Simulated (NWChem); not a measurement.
# triplet C4H6: levels of theory compared

Wanted: a comparison of 4 runs (U-r2SCAN/cc-pVDZ, UM06-L/cc-pVDZ, UPBE0/cc-pVDZ, UTPSS/cc-pVDZ) of triplet C4H6. 

The results are computed with NWChem 7.3.0.

### Step 1. Starting point

The species is C4H6 (10 atoms), meant as a triplet with charge 0. As SMILES of the parent species, `CC#CC`. The shape is that of a PBE0-D4/def2-TZVP optimisation. That shape belongs to the parent species and isn't relaxed for this state.

Bond lengths: C1–C2 1.451 Å, C2–C3 1.202 Å, C3–C4 1.451 Å, C1–H5 1.093 Å, C1–H6 1.093 Å, C1–H7 1.093 Å, C4–H8 1.093 Å, C4–H9 1.093 Å, C4–H10 1.093 Å. Some angles: C1–C2–C3 180.0°, C2–C3–C4 180.0°, C2–C1–H5 111.1°, C2–C1–H6 111.1°, C2–C1–H7 111.1°, C3–C4–H8 111.1°, C3–C4–H9 111.1°, C3–C4–H10 111.1°, H5–C1–H6 107.8°, H5–C1–H7 107.8°.

### Step 2. The energy at U-r2SCAN/cc-pVDZ (run 1)

run.py

```python
from ase import Atoms
from ase.calculators.nwchem import NWChem

system = Atoms(['C', 'C', 'C', 'C', 'H', 'H', 'H', 'H', 'H', 'H'], positions=[
    [-0.988400, 1.211300, -1.318100],
    [-0.283900, 0.351000, -0.385600],
    [0.299800, -0.361500, 0.386500],
    [1.005100, -1.221500, 1.318700],
    [-1.555600, 0.623200, -2.044200],
    [-1.691300, 1.865400, -0.795800],
    [-0.291300, 1.844700, -1.872600],
    [2.083000, -1.195200, 1.139600],
    [0.830200, -0.909200, 2.351500],
    [0.675500, -2.259300, 1.223000],
])

calc = NWChem(
    label='mol',
    theory='dft',
    memory='2200 mb',
    basis='cc-pVDZ',
    basispar='spherical bse',
    dft={'xc': 'r2scan', 'mult': '3', 'grid': 'xfine', 'convergence': 'energy 1e-08', 'iterations': '100', 'mulliken': None, 'print': 'low'},
    task='energy',
)
system.calc = calc

print("Total energy (eV):", round(system.get_potential_energy(), 6))
```

Started as:

```console
export ASE_NWCHEM_COMMAND="nwchem PREFIX.nwi > PREFIX.nwo"
python run.py
```

Standard output:

```text
Total energy (eV): -4236.115526
```

The calculator wrote mol.nwi:

```
title "mol"

permanent_dir mol

scratch_dir mol

start mol

geometry units angstrom nocenter noautosym noautoz
  C  -9.8839999999999995e-01 1.2113000000000000e+00 -1.3181000000000000e+00
  C  -2.8389999999999999e-01 3.5099999999999998e-01 -3.8560000000000000e-01
  C  2.9980000000000001e-01 -3.6149999999999999e-01 3.8650000000000001e-01
  C  1.0051000000000001e+00 -1.2215000000000000e+00 1.3187000000000000e+00
  H  -1.5556000000000001e+00 6.2319999999999998e-01 -2.0442000000000000e+00
  H  -1.6913000000000000e+00 1.8653999999999999e+00 -7.9579999999999995e-01
  H  -2.9130000000000000e-01 1.8447000000000000e+00 -1.8726000000000000e+00
  H  2.0830000000000002e+00 -1.1952000000000000e+00 1.1395999999999999e+00
  H  8.3020000000000005e-01 -9.0920000000000001e-01 2.3515000000000001e+00
  H  6.7549999999999999e-01 -2.2593000000000001e+00 1.2230000000000001e+00
end

memory 2200 mb

basis spherical bse noprint
   * library cc-pVDZ
end

dft
  xc r2scan
  mult 3
  grid xfine
  convergence energy 1e-08
  iterations 100
  mulliken
  print low
end

task dft energy
```

mol.nwo:

```text
Northwest Computational Chemistry Package (NWChem) 7.3.0
             --------------------------------------------------------

           Job information
           ---------------

    nwchem branch   = 7.3.0
    use scalapack   = T
    input           = mol.nwi
    prefix          = mol.
    data base       = mol/mol.db
    status          = startup
    nproc           =        1

           Memory information
           ------------------

[... 5 lines left out ...]
    hardfail = no
[... 37 lines left out ...]
            Nuclear Dipole moment (a.u.)
[... 103 lines left out ...]
         Total DFT energy =     -155.674375507475
[... 1 line left out ...]
           Coulomb energy =      174.063567578590
[... 1 line left out ...]
 Nuclear repulsion energy =      100.368223008157
[... 45 lines left out ...]
    Atom       Charge   Shell Charges
 -----------   ------   -------------------------------------------------------
    1 C    6     0.02  -0.00 -0.01 -0.00 -0.03 -0.01  0.06
    2 C    6     0.85   0.00  0.02  0.00  0.53  0.24  0.06
    3 C    6     0.85   0.00  0.02  0.00  0.53  0.24  0.06
[... 6 lines of this table left out ...]
   10 H    1     0.04   0.03  0.01  0.00

     --------------------------
     Expectation value of S2:
     --------------------------
      <S2> =      2.0109 (Exact =     2.0000)

 Task  times  cpu:       84.0s     wall:       84.0s
 Total times  cpu:       84.0s     wall:       84.0s
```

Wall time 85 s (1 thread of Intel Xeon Platinum 8488C (Sapphire Rapids), shared host); peak memory 0.14 GiB.

### Step 3. A single-point energy at UM06-L/cc-pVDZ (run 2)

job.nw

```
start job
memory 2200 mb
geometry units angstroms noautosym nocenter noautoz
 C     -0.988400     1.211300    -1.318100
 C     -0.283900     0.351000    -0.385600
 C      0.299800    -0.361500     0.386500
 C      1.005100    -1.221500     1.318700
 H     -1.555600     0.623200    -2.044200
 H     -1.691300     1.865400    -0.795800
 H     -0.291300     1.844700    -1.872600
 H      2.083000    -1.195200     1.139600
 H      0.830200    -0.909200     2.351500
 H      0.675500    -2.259300     1.223000
end
basis "ao basis" spherical bse
 * library cc-pVDZ
end
dft
 xc m06-l
 mult 3
 grid xfine
 convergence energy 1e-08
 maxiter 100
 mulliken
end
task dft energy
```

Started as:

```console
nwchem job.nw > job.out
```

Standard output:

```text
[...]
          Wavefunction type:  spin polarized.
          No. of atoms     :    10
          No. of electrons :    30
[...]
          Charge           :     0
          Spin multiplicity:     3
[...]
          AO basis - number of functions:    86
[...]
              XC Information
              --------------
                        M06-L Method XC Functional
                         M06-L Exchange Functional  1.000
                       M06-L Correlation Potential  1.000
[...]
 d= 0,ls=0.0,diis     1   -155.7054236826 -2.56D+02  1.09D-02  6.45D-02     8.6
[...]
 d= 0,ls=0.0,diis    14   -155.7519184663 -8.66D-09  9.81D-07  8.84D-10   127.3
[...]
         Total DFT energy =     -155.751918466283
      One electron energy =     -406.299632865913
           Coulomb energy =      174.140790159092
    Exchange-Corr. energy =      -23.961298767620
 Nuclear repulsion energy =      100.368223008157
[...]
      Total Density - Mulliken Population Analysis
     ---------------------------------------------
    Atom       Charge   Shell Charges
 -----------   ------   -------------------------------------------------------
    1 C    6     6.01   2.01  0.67  0.30  2.10  0.87  0.05
    2 C    6     6.18   2.01  0.68  0.66  2.04  0.72  0.08
    3 C    6     6.18   2.01  0.68  0.66  2.04  0.72  0.08
    4 C    6     6.01   2.01  0.67  0.30  2.10  0.87  0.05
    5 H    1     0.94   0.76  0.15  0.03
    6 H    1     0.95   0.76  0.15  0.03
    7 H    1     0.92   0.76  0.13  0.03
    8 H    1     0.92   0.76  0.13  0.03
    9 H    1     0.95   0.76  0.16  0.03
   10 H    1     0.93   0.76  0.14  0.03
[...]
      <S2> =      2.0106 (Exact =     2.0000)
[...]
```

It took 2.1 min on 1 thread of Intel Xeon Platinum 8488C (Sapphire Rapids), shared host; peak memory 0.14 GiB.

Run 3 isn't shown in full; the table further down has it.

### Step 4. The energy at UTPSS/cc-pVDZ (run 4)

c4h6.nw

```
start c4h6
title "C4H6"
memory total 2200 mb

geometry noautosym nocenter noautoz
  C    -0.988400    1.211300   -1.318100
  C    -0.283900    0.351000   -0.385600
  C     0.299800   -0.361500    0.386500
  C     1.005100   -1.221500    1.318700
  H    -1.555600    0.623200   -2.044200
  H    -1.691300    1.865400   -0.795800
  H    -0.291300    1.844700   -1.872600
  H     2.083000   -1.195200    1.139600
  H     0.830200   -0.909200    2.351500
  H     0.675500   -2.259300    1.223000
end

basis spherical bse
  * library cc-pVDZ
end

dft
  xc xtpss03 ctpss03
  mult 3
  grid xfine
  convergence energy 1e-08
  iterations 100
  mulliken
  print medium
end

task dft
```

Started as:

```console
nwchem c4h6.nw > c4h6.out
```

Standard output:

```text
[...]
          Wavefunction type:  spin polarized.
          No. of atoms     :    10
          No. of electrons :    30
[...]
          Charge           :     0
          Spin multiplicity:     3
[...]
          AO basis - number of functions:    86
[...]
              XC Information
              --------------
                  TPSS metaGGA Exchange Functional  1.000
             TPSS03 metaGGA Correlation Functional  1.000
[...]
 d= 0,ls=0.0,diis     1   -155.7507248388 -2.56D+02  1.18D-02  7.13D-02     8.3
[...]
 d= 0,ls=0.0,diis    10   -155.8030284031 -6.33D-09  2.67D-06  2.76D-09    86.8
[...]
         Total DFT energy =     -155.803028403077
      One electron energy =     -406.297168721840
           Coulomb energy =      174.128529111850
    Exchange-Corr. energy =      -24.002611801244
 Nuclear repulsion energy =      100.368223008157
[...]
      Total Density - Mulliken Population Analysis
     ---------------------------------------------
    Atom       Charge   Shell Charges
 -----------   ------   -------------------------------------------------------
    1 C    6     5.93   2.01  0.67  0.19  2.12  0.88  0.06
    2 C    6     6.20   2.01  0.68  0.59  2.06  0.80  0.07
    3 C    6     6.20   2.01  0.68  0.59  2.06  0.80  0.07
    4 C    6     5.93   2.01  0.67  0.19  2.12  0.88  0.06
    5 H    1     0.96   0.76  0.17  0.03
    6 H    1     0.96   0.76  0.18  0.03
    7 H    1     0.94   0.76  0.16  0.03
    8 H    1     0.95   0.76  0.16  0.03
    9 H    1     0.97   0.76  0.18  0.03
   10 H    1     0.95   0.76  0.17  0.03
[...]
      <S2> =      2.0077 (Exact =     2.0000)
[...]
```

Wall time 88 s (1 thread of Intel Xeon Platinum 8488C (Sapphire Rapids), shared host); peak memory 0.14 GiB.

### Step 5. Overview of the runs

| run | level | energy (Eh) | ⟨S²⟩ | wall time |
| --- | --- | --- | --- | --- |
| 1 | U-r2SCAN/cc-pVDZ | -155.674376 | 2.011 | 85 s |
| 2 | UM06-L/cc-pVDZ | -155.751918 | 2.011 | 2.1 min |
| 3 | UPBE0/cc-pVDZ | -155.575799 | 2.008 | 77 s |
| 4 | UTPSS/cc-pVDZ | -155.803028 | 2.008 | 88 s |

### Step 6. Outcome

| quantity | value |
| --- | --- |
| run 4: total energy | -155.80303 Eh |
| run 4: dipole moment | 0.20 D |
| run 4: HOMO energy (highest over α and β) | -0.39 eV |
| run 4: ⟨S²⟩ | 2.008 |

Over runs 2, 3, 4 the dipole moment (its size) runs from 0.17 D (UM06-L/cc-pVDZ) to 0.20 D (UTPSS/cc-pVDZ). Totals of different functionals can't be ranked against each other. All runs together took 6.3 min, the longest 2.1 min.
